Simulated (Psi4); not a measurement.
Psi4 input (wB97X-D/6-311+G**):

```
memory 1500 MB

molecule {
1 1
O    -0.02110053    1.07219571   -0.07455918
H    -0.94565317    1.39081582    0.04769402
Cl    0.03136922   -0.67222547   -0.00316626
H     0.58118065    1.45945141    0.60260595
symmetry c1
no_reorient
no_com
}

set {
  basis 6-311+G**
  reference rks
  scf_type pk
  dft_radial_points 99
  dft_spherical_points 590
  e_convergence 1e-8
  d_convergence 1e-7
  maxiter 150
}

e = energy('wb97x-d')
print_out(f'\nFINAL {e:.10f} DIPOLE {variable("CURRENT DIPOLE")[0]:.6f} {variable("CURRENT DIPOLE")[1]:.6f} {variable("CURRENT DIPOLE")[2]:.6f}\n')
```

Output:

```
   => Loading Basis Set <=

    Name: 6-311+G**
    Role: ORBITAL
    Keyword: BASIS
    atoms 1    entry O          line   171 file 6-311pgss.gbs
    atoms 2, 4 entry H          line    42 file 6-311pgss.gbs
    atoms 3    entry CL         line   468 file 6-311pgss.gbs

   => WB97X-D: Empirical Dispersion <=

    Chai and Head-Gordon Dispersion Correction
    Chai, J.-D.; Head-Gordon, M. (2010), J. Chem. Phys., 132: 6615-6620

        s6 =       1.000000

         ---------------------------------------------------------
                                   SCF
               by Justin Turney, Rob Parrish, Andy Simmonett
                          and Daniel G. A. Smith
                              RKS Reference
         ---------------------------------------------------------

  ==> Geometry <==

    Molecular point group: c1
    Full point group: C1

    Geometry (in Angstrom), charge = 1, multiplicity = 1:

       Center              X                  Y                   Z               Mass
    ------------   -----------------  -----------------  -----------------  -----------------
         O           -0.021100530000     1.072195710000    -0.074559180000    15.994914619570
         H           -0.945653170000     1.390815820000     0.047694020000     1.007825032230
         CL           0.031369220000    -0.672225470000    -0.003166260000    34.968852682000
         H            0.581180650000     1.459451410000     0.602605950000     1.007825032230

  Running in c1 symmetry.

  Rotational constants: A =     10.07990  B =      0.43566  C =      0.42477 [cm^-1]
  Rotational constants: A = 302187.91406  B =  13060.77211  C =  12734.25811 [MHz]
  Nuclear repulsion =   57.999622188861871

  Charge       = 1
  Multiplicity = 1
  Electrons    = 26
  Nalpha       = 13
  Nbeta        = 13

  ==> Algorithm <==

  SCF Algorithm Type is PK.
  DIIS enabled.
  MOM disabled.
  Fractional occupation disabled.
  Guess Type is SAD.
  Energy threshold   = 1.00e-08
  Density threshold  = 1.00e-07
  Integral threshold = 1.00e-12

  ==> Primary Basis <==

  Basis Set: 6-311+G**
    Blend: 6-311+G**
    Number of shells: 32
    Number of basis functions: 64
    Number of Cartesian functions: 66
    Spherical Harmonics?: true
    Max angular momentum: 2

  ==> DFT Potential <==

   => LibXC <=

    Version 7.1.2
    S. Lehtola, C. Steigemann, M. J. T. Oliveira, and M. A. L. Marques,  SoftwareX 7, 1–5 (2018) (10.1016/j.softx.2017.11.002)

   => Composite Functional: WB97X-D <=

    wB97X-D Hyb-GGA Exchange-Correlation Functional

    J.-D. Chai and M. Head-Gordon,  Phys. Chem. Chem. Phys. 10, 6615–6620 (2008) (10.1039/B810189B)

    Deriv               =              1
    GGA                 =           TRUE
    Meta                =          FALSE

    Exchange Hybrid     =           TRUE
    MP2 Hybrid          =          FALSE

   => Exchange-Correlation Functionals <=

    1.0000   wB97X-D range-separated functional

   => Exact (HF) Exchange <=

    0.7780            HF,LR [omega = 0.2000]
    0.2220               HF

   => LibXC Density Thresholds  <==

    XC_HYB_GGA_XC_WB97X_D:  1.00E-14

   => Molecular Quadrature <=

    Radial Scheme          =       TREUTLER
    Pruning Scheme         =           NONE
    Nuclear Scheme         =       TREUTLER

    Blocking Scheme        =         OCTREE
    BS radius alpha        =              1
    Pruning alpha          =              1
    Radial Points          =             99
    Spherical Points       =            590
    Total Points           =         226078
    Total Blocks           =           1682
    Max Points             =            256
    Max Functions          =             64
    Weights Tolerance      =       1.00E-15

  ==> Integral Setup <==

  Using in-core PK algorithm.
   Calculation information:
      Number of atoms:                   4
      Number of AO shells:              32
      Number of primitives:             57
      Number of atomic orbitals:        66
      Number of basis functions:        64

      Integral cutoff                 1.00e-12
      Number of threads:                 1

  Performing in-core PK
  Using 6492720 doubles for integral storage.
  We computed 133777 shell quartets total.
  Whereas there are 139656 unique shell quartets.

  Computing range-separated integrals for PK
  We computed 133777 wK shell quartets total.
  Whereas there are 139656 wK unique shell quartets.

  ==> DiskJK: Disk-Based J/K Matrices <==

    J tasked:                  Yes
    K tasked:                  Yes
    wK tasked:                 Yes
    Omega:               2.000E-01
    Schwarz Cutoff:          1E-12


  Cached 100.0% of DFT collocation blocks in 0.344 [GiB].

  Minimum eigenvalue in the overlap matrix is 3.0840727494E-03.
  Reciprocal condition number of the overlap matrix is 4.9099368225E-04.
    Using symmetric orthogonalization.

  ==> Pre-Iterations <==

  SCF Guess: Superposition of Atomic Densities via on-the-fly atomic UHF (no occupation information).

   -------------------------
    Irrep   Nso     Nmo
   -------------------------
     A         64      64
   -------------------------
    Total      64      64
   -------------------------

  ==> Iterations <==

                        Total Energy        Delta E     RMS |[F,P]|

   @RKS iter SAD:  -536.34928080698444   -5.36349e+02   0.00000e+00
   @RKS iter   1:  -536.17427815004044    1.75003e-01   4.94834e-03 DIIS/ADIIS
   @RKS iter   2:  -536.20464424674913   -3.03661e-02   3.11240e-03 DIIS/ADIIS
   @RKS iter   3:  -536.21497876015235   -1.03345e-02   1.18892e-03 DIIS/ADIIS
   @RKS iter   4:  -536.21689704357289   -1.91828e-03   2.22833e-04 DIIS/ADIIS
   @RKS iter   5:  -536.21699558899695   -9.85454e-05   2.82304e-05 DIIS
   @RKS iter   6:  -536.21699774488343   -2.15589e-06   6.54534e-06 DIIS
   @RKS iter   7:  -536.21699794910990   -2.04226e-07   2.15334e-06 DIIS
   @RKS iter   8:  -536.21699797772862   -2.86187e-08   7.37568e-07 DIIS
   @RKS iter   9:  -536.21699798524219   -7.51356e-09   2.81445e-07 DIIS
   @RKS iter  10:  -536.21699798664793   -1.40574e-09   6.81847e-08 DIIS
  Energy and wave function converged.

  ==> Post-Iterations <==

   Electrons on quadrature grid:
      Ntotal   =   26.0000000047 ; deviation = 4.670e-09

    Orbital Energies [Eh]
    ---------------------

    Doubly Occupied:

       1A   -102.056845     2A    -19.699978     3A     -9.918887
       4A     -7.676735     5A     -7.654350     6A     -7.653882
       7A     -1.552597     8A     -1.209580     9A     -1.031606
      10A     -0.925629    11A     -0.846421    12A     -0.688290
      13A     -0.672005

    Virtual:

      14A     -0.320782    15A     -0.157259    16A     -0.095946
      17A     -0.052740    18A     -0.035791    19A     -0.014028
      20A     -0.001086    21A      0.020527    22A      0.039523
      23A      0.051590    24A      0.127059    25A      0.242442
      26A      0.273302    27A      0.318467    28A      0.319954
      29A      0.340117    30A      0.534162    31A      0.553482
      32A      0.598038    33A      0.669802    34A      0.670672
      35A      0.732217    36A      0.828248    37A      0.861059
      38A      0.878421    39A      1.012169    40A      1.201451
      41A      1.250813    42A      1.396417    43A      1.589499
      44A      1.705026    45A      1.830331    46A      2.048238
      47A      2.057561    48A      2.144382    49A      2.305265
      50A      2.311586    51A      2.825412    52A      2.900385
      53A      2.938283    54A      3.395981    55A      3.532324
      56A      4.662775    57A      4.983789    58A      5.283443
      59A      9.414104    60A     25.588444    61A     25.611399
      62A     26.021141    63A     49.573372    64A    215.461960

    Final Occupation by Irrep:
              A
    DOCC [    13 ]
    NA   [    13 ]
    NB   [    13 ]

  @RKS Final Energy:  -536.21699798664793

   => Energetics <=

    Nuclear Repulsion Energy =             57.9996221888618706
    One-Electron Energy =                -846.7389538756312959
    Two-Electron Energy =                 279.4880744278342490
    DFT Exchange-Correlation Energy =     -26.9655649419325485
    Empirical Dispersion Energy =          -0.0001757857801414
    VV10 Nonlocal Energy =                  0.0000000000000000
    Total Energy =                       -536.2169979866479252

Computation Completed

Properties will be evaluated at   0.000000,   0.000000,   0.000000 [a0]

Properties computed using the SCF density matrix

 Multipole Moments:

 ------------------------------------------------------------------------------------
     Multipole            Electronic (a.u.)      Nuclear  (a.u.)        Total (a.u.)
 ------------------------------------------------------------------------------------

 L = 1.  Multiply by 2.5417464519 to convert [e a0] to [Debye]
 Dipole X            :         -0.2874397           -0.0000000           -0.2874398
 Dipole Y            :          1.4331909           -0.0000002            1.4331907
 Dipole Z            :          0.6136195            0.0000002            0.6136197
 Magnitude           :                                                    1.5853033

 ------------------------------------------------------------------------------------

FINAL -536.2169979866 DIPOLE -0.287440 1.433191 0.613620

*** Psi4 exiting successfully. Buy a developer a beer!
```

The dipole moment of an ion depends on the origin.
